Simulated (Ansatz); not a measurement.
Species: C$_{2}$H$_{3}$, SMILES `[CH]=C` (charge 0, multiplicity 2), formula C₂H₃.

Problem. How many basis functions does frozen-core CCSD(T)/cc-pVTZ // PBE-D3(BJ)/def2-TZVP run with Ansatz (an electronic-structure program) use, how many core orbitals are frozen, and how many electrons are correlated?

Solution. 102 basis functions and 2 frozen orbitals, which leaves 11 correlated electrons. Core time is of the order of seconds.
